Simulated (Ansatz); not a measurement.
Cost and result for the atomization energy of AlFH₂N, SMILES `[NH2][Al][F]` radical (5 atoms, 4 bonds).

Charge 0, multiplicity 2. The structure was optimised at the PBE0-D4/def2-TZVP level. It is one conformer, not always the lowest. Program: Ansatz. All runs use 2 threads of a server CPU on a shared host. Times are those of one run each, without the atoms' runs, and a repeat can differ threefold. Electronic energies, without spin–orbit coupling; frozen cores. CCSD(T)/CBS adds CCSD(T) − MP2 in def2-TZVPP to the MP2 limit, and its time is that of the two runs behind it. T1 = 0.014; ⟨S²⟩ of the reference is 0.75. B3LYP takes the VWN-RPA correlation (the form of Gaussian; ORCA's B3LYP/G). HSE06 is the plane-wave form, built on full-range PBE exchange.

CCSD(T)/CBS is a level of theory with its own doubt, some kJ/mol a heavy atom from the limit and from the frozen cores, so smaller differences don't rank the functionals.

```
                             level  functions  wall time  atomization (kcal/mol)  difference from CCSD(T)/CBS  per bond
                  CCSD(T)/def2-SVP         56      1.3 s                   368.6                        -36.6      -9.1
                BLYP-D4/def2-TZVPP        132      1.6 s                   407.1                          1.9       0.5
               HSE06-D4/def2-TZVPP        132      2.1 s                   399.4                         -5.8      -1.4
 B3LYP-D4/def2-TZVPP (with forces)        132      2.2 s                   403.7                         -1.5      -0.4
           CAM-B3LYP-D4/def2-TZVPP        132      2.2 s                   407.0                          1.8       0.4
               PBE-QIDH/def2-TZVPP        132      2.7 s                   396.9                         -8.3      -2.1
             r2SCANh-D4/def2-TZVPP        132      4.2 s                   400.6                         -4.6      -1.1
r2SCAN-D4/def2-TZVPP (with forces)        132      4.3 s                   405.1                         -0.1       0.0
                 B97M-V/def2-TZVPP        132        6 s                   402.5                         -2.7      -0.7
                ωB97X-V/def2-TZVPP        132      6.5 s                   403.5                         -1.7      -0.4
                    MP2/def2-QZVPP        244      6.5 s                   413.8                          8.6       2.2
                CCSD(T)/def2-TZVPP        132       26 s                   390.2                        -15.0      -3.8
                 CCSD(T)/CBS(def2)          –       33 s                   405.2                          0.0       0.0
```

From r2SCAN to r2SCAN0 (25 % exact exchange), in def2-TZVPP and without D4, the atomization energy moves by −11.1 kcal/mol: exact exchange takes away binding that semilocal exchange gives to molecules. The D4 term adds +2.5 kcal/mol with B3LYP and +1.3 kcal/mol with PBE0; it sums over pairs of atoms, weighted by their polarisabilities, and B3LYP, whose exchange is more repulsive, gets the larger term. Leaving LDA and LC-ωPBE aside and taking each functional with its dispersion term where it has one, the values, not all of them listed here, spread over 24.6 kcal/mol, from BHLYP-D4 to PBE-D4. LDA lies +52.8 kcal/mol from PBE without D4, its usual overbinding.
